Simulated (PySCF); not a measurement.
NON: from structure and modes to constants

These are results of PySCF, PBE0, basis N def2-TZVP, O def2-TZVP (no relativity, density fitting), not measurements.

The singlet minimum has C∞v symmetry. Masses (u): N 14.00307, O 15.99492.

```xyz
3
charge 0 multiplicity 1, angstrom
N     0.0711    0.0000   -0.0014
O    -1.1032    0.0000    0.0217
N     1.1890    0.0000   -0.0233
```

Harmonic wavenumbers (cm⁻¹): 640.9 (π, ×2), 1378.5 (σ+, ×1), 2410.3 (σ+, ×1).

Problem. Find the principal moments of inertia and the rotational constants. What kind of rotor is it?

Solution. About the centre of mass I = 39.347 u Å². With B = 16.8576/I this gives 0.4284 cm⁻¹. The molecule is linear.

Problem. Find the vibrational entropy and heat capacity at 298.15 K.

Solution. With u = 1.43878 ω/T, each mode gives S = R[u/(eᵘ−1) − ln(1−e⁻ᵘ)] and C = R u² eᵘ/(eᵘ−1)².
```
  ω (cm⁻¹)       u  S (J/(mol K))  C (J/(mol K))
640.9 (×2)   3.093           1.61           3.96
    1378.5   6.652           0.08           0.48
    2410.3  11.631           0.00           0.01
```
The sums over all modes are S = 3.3 and C = 8.4 J/(mol K); the softest mode gives 49 % of the entropy (each member, where degenerate).

Other isomers or separated fragments may lie lower.
